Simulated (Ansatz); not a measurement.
**H2Cl+ (singlet): B3LYP, BHLYP over a scan of the distance Cl1–H2, 6-31G**

Aim: run H2Cl+ (singlet) with these functionals over a scan of the distance Cl1–H2, and hold them against the top wave-function level at the same points.

Method: 6-31G, all electrons in the functionals; program: Ansatz 0.2.0, Gaussian basis.

To be run: B3LYP, BHLYP, at 1.022 Å; 1.198 Å; 1.310 Å; 1.448 Å; 1.561 Å; 1.782 Å; 2.147 Å; 2.480 Å; 2.891 Å; 3.455 Å; 4.546 Å.

14 further runs of the same task are left out: 9 that didn't finish, 5 set aside as unsound or not needed. Runs told in other sessions of the task aren't counted.

### Step 1. What is computed

The geometry derives from a PBE0/def2-TZVP stationary point (not a proven minimum). One bond is set to the value named and the two fragments are kept rigid.

3 atoms, charge 1, spin multiplicity 1.

Atoms are counted from 1 here; the program's logs count them from 0.

Bond lengths: Cl1–H2 1.310 Å, Cl1–H3 1.310 Å. Angles: H2–Cl1–H3 94.6°.

No dispersion term is added. B3LYP takes the VWN-RPA correlation.

The geometry shown and the zero of energy belong to the point 1.310 Å. The yardstick, FCI, and other wave-function levels (R restricted, U unrestricted, valence and pair active spaces) come from earlier runs.

### Step 2. B3LYP, 1.022 Å

Input file in.yaml:

```yaml
crystal:
  periodic: [false, false, false]
  atoms:
    - {symbol: Cl, position_ang: [0.000000, -0.042563, -0.005698]}
    - {symbol: H, position_ang: [0.000000, 0.650764, -0.756552]}
    - {symbol: H, position_ang: [0.000000, 0.846338, 0.956958]}
basis:
  gaussian: {orbitals: 6-31G}
total_charge: 1
hamiltonian: {xc: {name: B3LYP}}
```

Started as:

```bash
$ ansatz run in.yaml --threads 1 --pin off --events-out ev --progress --plain --max-ram 2393MiB
```

The runs that follow: B3LYP, 1.198 Å; B3LYP, 1.310 Å; B3LYP, 1.448 Å; B3LYP, 1.561 Å; B3LYP, 1.782 Å; B3LYP, 2.147 Å; B3LYP, 2.480 Å; B3LYP, 2.891 Å; B3LYP, 3.455 Å; B3LYP, 4.546 Å; BHLYP, 1.022 Å; BHLYP, 1.198 Å; BHLYP, 1.310 Å; BHLYP, 1.448 Å; BHLYP, 1.561 Å; BHLYP, 1.782 Å; BHLYP, 2.147 Å; BHLYP, 2.480 Å; BHLYP, 2.891 Å; BHLYP, 3.455 Å; BHLYP, 4.546 Å.

Before running them: what should the planned runs give, taken together? Wanted: span of the FCI curve; largest miss, B3LYP; largest miss, BHLYP.

As calculated:

| quantity | value |
| --- | --- |
| span of the FCI curve | 89.4 kcal/mol |
| largest miss, B3LYP | -13.3 kcal/mol (4.546 Å) |
| largest miss, BHLYP | +6.7 kcal/mol (2.147 Å) |

In words: Of the functionals, BHLYP keep the smallest largest miss at the points compared (at most 6.7 kcal/mol) and B3LYP strays most (13.3 kcal/mol, at 4.546 Å). B3LYP, BHLYP clearly break the spin symmetry at some points (⟨S²⟩ up to 0.63 above the pure value), so energy there is bought with a mixed spin. Functionals and the yardstick converge differently with the basis, so part of each miss in 6-31G is the basis.
